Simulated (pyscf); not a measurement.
# Atom transfer: HS–Ga(Cl)–Cl (SMILES [SH][Ga]([Cl])[Cl]) + H• (SMILES [H]) -> [HS–Ga–Cl]• (SMILES [SH][Ga][Cl]) + HCl (SMILES Cl)

Gas phase, doublet surface, charge 0. Bonds broken: Ga2–Cl3. Bonds formed: Cl3–H6. Optimised with ωB97X-D3(BJ)/def2-SVP in PySCF.

Transition state (Å):

```xyz
6

S     -0.9581    -0.6002     2.7340
Ga    -2.0746    -0.1364     0.9077
Cl    -0.9993     0.3206    -1.1052
Cl    -4.2143    -0.1070     0.9815
H      0.2363    -0.4789     2.1202
H     -0.2829     0.6317    -2.4793
```

One imaginary mode, 1104i cm⁻¹; descent along it reached the two sides named, in the forms told below.

```tsv
bond	change	reactant side (Å)	saddle	product side
Ga2–Cl3	breaks	2.128	2.327	3.0
Cl3–H6	forms	3.6	1.580	1.301
```

Electronic energies relative to the separated reactants (kcal/mol):

```json
[
 {"level": "ωB97X-D3(BJ)/def2-TZVP", "barrier": "16.4", "reaction energy": "-1.7", "reverse barrier": "18.0"},
 {"level": "PBE/def2-TZVP", "barrier": "3.4", "reaction energy": "-8.3", "reverse barrier": "11.7"},
 {"level": "r²SCAN/def2-TZVP", "barrier": "6.0", "reaction energy": "-6.1", "reverse barrier": "12.2"},
 {"level": "B3LYP-D3(BJ)/def2-TZVP", "barrier": "6.1", "reaction energy": "-9.3", "reverse barrier": "15.4"},
 {"level": "PBE0-D3(BJ)/def2-TZVP", "barrier": "9.1", "reaction energy": "-4.9", "reverse barrier": "13.9"},
 {"level": "M06-2X/def2-TZVP", "barrier": "14.2", "reaction energy": "-4.3", "reverse barrier": "18.5"},
 {"level": "ωB97M-D3(BJ)/def2-TZVP", "barrier": "13.9", "reaction energy": "-6.6", "reverse barrier": "20.5"},
 {"level": "HF/def2-TZVP", "barrier": "30.0", "reaction energy": "+0.2", "reverse barrier": "29.8"}
]
```

With ωB97M-D3(BJ)/def2-TZVP energies and thermal terms (ideal gas, 1 atm, RRHO with modes under 100 cm⁻¹ raised to 100, one conformer, R ln 2 for chiral ones without a mode under 150 cm⁻¹), in kcal/mol:

```
T (K)   ΔH‡   ΔG‡    ΔH     ΔG
-----  ----  ----  ----  -----
298    13.7  20.0  -3.8   -6.7
600    13.3  26.6  -4.8   -9.2
900    13.0  33.3  -5.9  -11.2
1200   12.7  40.1  -6.9  -12.8
```

On the product side the descent ends in a complex (not fully relaxed), 5.8 kcal/mol under the separated species and 23.9 kcal/mol under the saddle at ωB97X-D3(BJ)/def2-TZVP. The same reactants have a lower exit, to •S–Ga(Cl)–Cl + H₂ (barrier +3.5 kcal/mol at ωB97M-D3(BJ)/def2-TZVP, against +13.9 kcal/mol here). This is the saddle that the search found; another between the same sides may lie lower. The angle at the transferred Cl is 179°. Elements up to Kr have no core potential and no relativistic terms here.
